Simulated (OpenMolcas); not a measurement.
## CH7AlSi: a line through the functionals

CH7AlSi: 10 atoms, total charge 0, spin state singlet. As SMILES, `[CH3][AlH][SiH3]`. Geometry: relaxed at PBE0-D4/def2-TZVP.

The HOMO–LUMO gap y, in eV, basis cc-pVDZ; a is the functional's share of exact exchange. Programs: OpenMolcas 26.06.

| functional | program | a | y (eV) |
| --- | --- | --- | --- |
| revPBE | OpenMolcas | 0 | 3.83 |
| PBE | OpenMolcas | 0 | 3.77 |
| B3LYP | OpenMolcas | 0.2 | 5.23 |
| PBE0 | OpenMolcas | 0.25 | ? |
| BHLYP | OpenMolcas | 0.5 | 7.38 |

**Question.** Fit y = c + s·a to the known rows and predict PBE0.

**Answer.** 
1. Means of the 4 rows: a = 0.1750, y = 5.053.
2. Σ(Δa)² = 0.1675, Σ(Δa·Δy) = 1.1992, so the slope is 1.1992/0.1675 = 7.1594.
3. Intercept: 5.053 − (7.1594) × 0.1750 = 3.800. The largest residual of the fit is 0.030.
4. PBE0: 3.800 + (7.1594) × 0.25 = 5.59 eV.

The run gave 5.60 eV, so the prediction is off by -0.01 eV, within the scatter of the fit. Exact exchange lowers occupied levels and raises empty ones. The rows mix families of semi-local functionals, which the line can't see.
